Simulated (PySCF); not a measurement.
Molecule: SMILES C#CCO, C3H4O.

Geometry:
```tsv
atom	x (Å)	y (Å)	z (Å)
C1	1.765	-0.501	0.870
C2	0.733	-0.254	0.289
C3	-0.504	0.025	-0.434
O4	-1.329	0.874	0.316
H5	2.682	-0.709	1.389
H6	-0.231	0.466	-1.415
H7	-0.995	-0.946	-0.655
H8	-2.120	1.045	-0.205
```

Geometry PBE0-D3(BJ)/def2-SVP throughout; GIAO in PySCF 2.14.0 with density-fitted response routines, gas phase, one conformer, non-relativistic; equivalent atoms averaged; functional PBE0.

**Question.** How do the absolute shieldings σ depend on the basis set? (ppm; last column core-seconds on shared hosts with different chips, so compare them loosely)

**Answer.** 
| basis set | functions | C1 | C2 | C3 | O4 | H5 | H6/H7 | H8 | core-s |
| --- | --- | --- | --- | --- | --- | --- | --- | --- | --- |
| STO-3G | 24 | 166.5 | 174.0 | 186.5 | 352.0 | 30.00 | 30.29 | 34.78 | 2.1 |
| 6-31G | 44 | 126.5 | 122.1 | 148.3 | 309.3 | 30.25 | 28.18 | 33.55 | 4 |
| pcSseg-0 | 44 | 106.8 | 105.7 | 137.5 | 329.0 | 30.33 | 28.30 | 34.17 | 2.1 |
| 6-31G* | 64 | 124.0 | 120.9 | 143.2 | 315.6 | 29.95 | 27.64 | 32.70 | 5.2 |
| def2-SVP | 76 | 120.6 | 115.3 | 144.0 | 327.1 | 29.40 | 27.16 | 32.21 | 5.6 |
| cc-pVDZ | 76 | 123.1 | 117.7 | 145.0 | 323.0 | 29.30 | 26.89 | 32.26 | 3.8 |
| pcSseg-1 | 88 | 104.5 | 100.2 | 131.1 | 313.9 | 29.02 | 26.79 | 31.54 | 4.4 |
| aug-cc-pVDZ | 128 | 124.7 | 117.4 | 144.5 | 316.7 | 29.22 | 26.80 | 31.67 | 6.4 |
| 6-311+G(2d,p) | 132 | 108.8 | 101.9 | 134.4 | 308.8 | 29.34 | 26.99 | 32.03 | 10 |
| def2-TZVP | 148 | 109.4 | 102.1 | 132.8 | 312.8 | 29.34 | 26.99 | 32.01 | 13 |
| cc-pVTZ | 176 | 110.0 | 103.6 | 134.4 | 313.4 | 29.25 | 26.79 | 31.63 | 10 |
| IGLO-III | 180 | 104.2 | 97.4 | 129.4 | 308.6 | 29.22 | 26.83 | 31.67 | 9.2 |
| pcSseg-2 | 200 | 103.5 | 96.6 | 128.9 | 309.5 | 29.14 | 26.77 | 31.32 | 11 |

**Question.** Which nucleus moves most, in ppm?

**Answer.** C2 (alkyne carbon): from 96.6 ppm with pcSseg-2 to 174.0 ppm with STO-3G. The smallest spread is 1.31 ppm, at H5. Proton shifts span only some 12 ppm, so a few tenths of a ppm matter as much there as several ppm in carbon.

**Question.** Taking the largest basis, pcSseg-2 (200 functions), as the yardstick, rank the others by their worst heavy-atom deviation.

**Answer.** IGLO-III 1.0 ppm (180 functions), pcSseg-1 4.4 ppm (88 functions), 6-311+G(2d,p) 5.5 ppm (132 functions), def2-TZVP 5.9 ppm (148 functions), cc-pVTZ 7.1 ppm (176 functions), def2-SVP 18.7 ppm (76 functions), pcSseg-0 19.4 ppm (44 functions), cc-pVDZ 21.1 ppm (76 functions), aug-cc-pVDZ 21.1 ppm (128 functions), 6-31G* 24.3 ppm (64 functions), 6-31G 25.6 ppm (44 functions), STO-3G 77.4 ppm (24 functions).

A small basis that lands close on one nucleus may do so by chance; judge by the trend and by all nuclei.
